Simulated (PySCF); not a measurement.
# Atomic charges against the basis set

Species: C6H8.
Numbering: `[CH2:1]=[CH:2][CH2:3][C:4]1=[CH:5][CH2:6]1` (hydrogens: H7, H8 on C1; H9 on C2; H10, H11 on C3; H12 on C5; H13, H14 on C6)

Structure used (PBE0-D3(BJ)/def2-SVP), in Å, numbered top down from 1:
```xyz
14
C6H8 angstrom
C      2.5802    0.0659    0.2961
C      1.4427   -0.0279   -0.3912
C      0.2410   -0.8101    0.0432
C     -0.9793    0.0120    0.1702
C     -1.5971    1.1525    0.1107
C     -2.4427   -0.0274    0.4942
H      2.7107   -0.4452    1.2558
H      3.4238    0.6552   -0.0726
H      1.3436    0.5044   -1.3451
H      0.0282   -1.6186   -0.6821
H      0.4322   -1.3223    1.0025
H     -1.5871    2.2230   -0.0741
H     -3.1557   -0.4552   -0.2310
H     -2.7670   -0.1569    1.5404
```

PBE0 throughout (PySCF), one geometry, spherical d and f functions. One conformer (not necessarily the lowest) at the PBE0-D3(BJ)/def2-SVP geometry, without solvent, vibrations or thermal averaging. The first 7 of 12 kinds of atom are listed.

Mulliken charges (e):

```csv
basis,functions,C1,C2,C3,C4,C5,C6,H7
STO-3G,38,-0.171,-0.071,-0.160,-0.012,-0.114,-0.155,+0.080
6-31G,70,-0.360,-0.067,-0.470,+0.062,-0.155,-0.369,+0.156
6-31G*,100,-0.395,-0.066,-0.488,+0.168,-0.210,-0.400,+0.167
def2-SVP,124,-0.082,-0.109,+0.089,+0.016,-0.236,-0.065,+0.046
"6-311+G(2d,p)",210,-0.439,+0.253,-0.829,+0.529,-0.047,-0.479,+0.112
def2-TZVP,234,-0.280,-0.117,-0.118,-0.019,-0.195,-0.234,+0.121
```

IAO charges (e):

```tsv
basis	functions	C1	C2	C3	C4	C5	C6	H7
STO-3G	38	-0.266	-0.131	-0.279	-0.002	-0.136	-0.261	+0.130
6-31G	70	-0.320	-0.125	-0.284	+0.023	-0.180	-0.293	+0.145
6-31G*	100	-0.307	-0.121	-0.272	+0.023	-0.175	-0.272	+0.140
def2-SVP	124	-0.304	-0.118	-0.270	+0.026	-0.174	-0.266	+0.136
6-311+G(2d,p)	210	-0.325	-0.125	-0.279	+0.027	-0.186	-0.285	+0.145
def2-TZVP	234	-0.325	-0.125	-0.278	+0.027	-0.186	-0.285	+0.145
```

Hirshfeld charges (e):

| basis | functions | C1 | C2 | C3 | C4 | C5 | C6 | H7 |
| --- | --- | --- | --- | --- | --- | --- | --- | --- |
| STO-3G | 38 | -0.065 | -0.023 | +0.016 | -0.018 | -0.061 | -0.052 | +0.026 |
| 6-31G | 70 | -0.105 | -0.034 | -0.038 | +0.001 | -0.073 | -0.096 | +0.043 |
| 6-31G* | 100 | -0.105 | -0.036 | -0.040 | 0.000 | -0.070 | -0.097 | +0.043 |
| def2-SVP | 124 | -0.104 | -0.034 | -0.053 | +0.009 | -0.065 | -0.104 | +0.043 |
| 6-311+G(2d,p) | 210 | -0.105 | -0.041 | -0.061 | -0.005 | -0.068 | -0.106 | +0.046 |
| def2-TZVP | 234 | -0.107 | -0.039 | -0.061 | 0.000 | -0.068 | -0.108 | +0.046 |

ESP-fitted charges (e):

| basis | functions | C1 | C2 | C3 | C4 | C5 | C6 | H7 |
| --- | --- | --- | --- | --- | --- | --- | --- | --- |
| STO-3G | 38 | -0.342 | +0.049 | -0.345 | +0.151 | -0.099 | -0.333 | +0.139 |
| 6-31G | 70 | -0.503 | -0.010 | -0.300 | +0.145 | -0.179 | -0.327 | +0.204 |
| 6-31G* | 100 | -0.508 | -0.001 | -0.321 | +0.152 | -0.169 | -0.340 | +0.208 |
| def2-SVP | 124 | -0.475 | -0.017 | -0.282 | +0.131 | -0.168 | -0.296 | +0.195 |
| 6-311+G(2d,p) | 210 | -0.571 | +0.018 | -0.349 | +0.157 | -0.188 | -0.320 | +0.231 |
| def2-TZVP | 234 | -0.562 | +0.025 | -0.355 | +0.160 | -0.181 | -0.324 | +0.227 |

Task: Which scheme is steadiest as the basis changes?

Result: Largest range over the bases for any column: IAO 0.06 e, Hirshfeld 0.08 e, ESP-fitted 0.23 e, Mulliken 0.92 e. IAO charges move least and Mulliken charges most, counted in e. Without the minimal STO-3G basis the ranges are IAO 0.03, Hirshfeld 0.02, ESP-fitted 0.10, Mulliken 0.92 e.

Task: How much do the charges still move between the two largest bases, 6-311+G(2d,p) and def2-TZVP?

Result: At most, over all atoms: Mulliken 0.711 e, IAO 0.001 e, Hirshfeld 0.005 e, ESP-fitted 0.008 e.

Task: What do the same runs give for the total energy, the frontier levels and the dipole moment?

Result: 
| basis | energy (Eh) | HOMO (eV) | LUMO (eV) | μ (D) |
| --- | --- | --- | --- | --- |
| STO-3G | -230.2250 | -5.23 | 3.46 | 0.63 |
| 6-31G | -232.9802 | -6.67 | 0.69 | 0.67 |
| 6-31G* | -233.0405 | -6.63 | 0.67 | 0.70 |
| def2-SVP | -232.8818 | -6.82 | 0.36 | 0.67 |
| 6-311+G(2d,p) | -233.1085 | -6.85 | 0.02 | 0.65 |
| def2-TZVP | -233.1277 | -6.84 | 0.14 | 0.66 |
